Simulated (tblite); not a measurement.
Compound: C4H6 (charge +1 and doublet state).
Cartesian coordinates in Å at the GFN2-xTB level; atoms count from 1:
```xyz
10
C4H6 angstrom
C      1.639    0.183   -0.193
C      0.353    0.040   -0.044
C     -0.848   -0.839    0.062
C     -1.003    0.632    0.149
H      2.258   -0.511   -0.758
H      2.201    1.011    0.236
H     -1.112   -1.359   -0.856
H     -0.919   -1.449    0.954
H     -1.155    1.106    1.115
H     -1.406    1.190   -0.687
```

All values are computed: GFN2-xTB (tblite) harmonic vibrations without scaling, gas phase. This tight-binding method is rough: wavenumbers can miss measured ones by several per cent, in bad cases by 10 to 20. One conformer, not necessarily the lowest. Open shells enter through the occupations alone, without spin polarisation, and single modes of such species can be off by tens of per cent.

Harmonic wavenumbers (cm⁻¹): 239.5, 305.2, 523.5, 660.7, 715.5, 754.7, 792.3, 860.1, 897.1, 907.0, 1038.3, 1039.3, 1096.6, 1171.7, 1242.2, 1330.8, 1396.9, 1679.5, 2951.0, 2966.6, 3004.6, 3006.2, 3060.5, 3070.0.

A = 20346, B = 6730, C = 5465 MHz; mass 54.047 u (most abundant isotopes); point group C2, symmetry number 2; spin multiplicity 2.

Problem. What is the zero-point energy?

Solution. Half the sum of the wavenumbers: 17355 cm⁻¹ = 49.62 kcal/mol.

Problem. Entropy at 273.15 K, 1 bar (ideal gas, RRHO, classical rotation)?

Solution. Translation 37.47, rotation 21.94, vibration 4.80, spin (R ln 2) 1.38: S = 65.6 cal/(mol K).

Problem. And Cp and H(273.15 K) − H(0)?

Solution. Cp = 17.44 cal/(mol K), of which vibrations give 9.49 (their classical limit is 24 R = 47.7); H(273.15 K) − H(0) = 3.07 kcal/mol without the zero-point energy, 0.90 from vibrations.

Problem. How do the functions run with temperature in this model?

Solution. 
```json
{"T (K)": "50", "S (cal/(mol K))": "47.3", "Cp (cal/(mol K))": "8.1", "H − H(0) (kcal/mol)": "0.40", "G − H(0) (kcal/mol)": "-1.97", "ln q(vib)": "0.00"}
{"T (K)": "100", "S (cal/(mol K))": "53.2", "Cp (cal/(mol K))": "9.3", "H − H(0) (kcal/mol)": "0.83", "G − H(0) (kcal/mol)": "-4.49", "ln q(vib)": "0.05"}
{"T (K)": "298.15", "S (cal/(mol K))": "67.2", "Cp (cal/(mol K))": "18.9", "H − H(0) (kcal/mol)": "3.53", "G − H(0) (kcal/mol)": "-16.50", "ln q(vib)": "0.91"}
{"T (K)": "373.15", "S (cal/(mol K))": "71.9", "Cp (cal/(mol K))": "23.0", "H − H(0) (kcal/mol)": "5.10", "G − H(0) (kcal/mol)": "-21.72", "ln q(vib)": "1.45"}
{"T (K)": "500", "S (cal/(mol K))": "79.4", "Cp (cal/(mol K))": "28.8", "H − H(0) (kcal/mol)": "8.40", "G − H(0) (kcal/mol)": "-31.32", "ln q(vib)": "2.51"}
{"T (K)": "750", "S (cal/(mol K))": "92.7", "Cp (cal/(mol K))": "36.4", "H − H(0) (kcal/mol)": "16.63", "G − H(0) (kcal/mol)": "-52.89", "ln q(vib)": "4.85"}
{"T (K)": "1000", "S (cal/(mol K))": "103.9", "Cp (cal/(mol K))": "41.5", "H − H(0) (kcal/mol)": "26.41", "G − H(0) (kcal/mol)": "-77.50", "ln q(vib)": "7.22"}
```

q(vib) and H(0) count from the zero-point level.

Problem. Which modes carry the vibrational entropy at 273.15 K?

Solution. 239.5 cm⁻¹: 1.65; 305.2 cm⁻¹: 1.24; 523.5 cm⁻¹: 0.50; 660.7 cm⁻¹: 0.28; 715.5 cm⁻¹: 0.22; 754.7 cm⁻¹: 0.19 cal/(mol K); the other 18 give 0.71 together.

Hindered rotation and anharmonicity are outside this model. Other conformers, if any are populated, would add a mixing term that is left out. The structure is chiral; the term R ln 2 for an equal mix with its mirror image is left out.
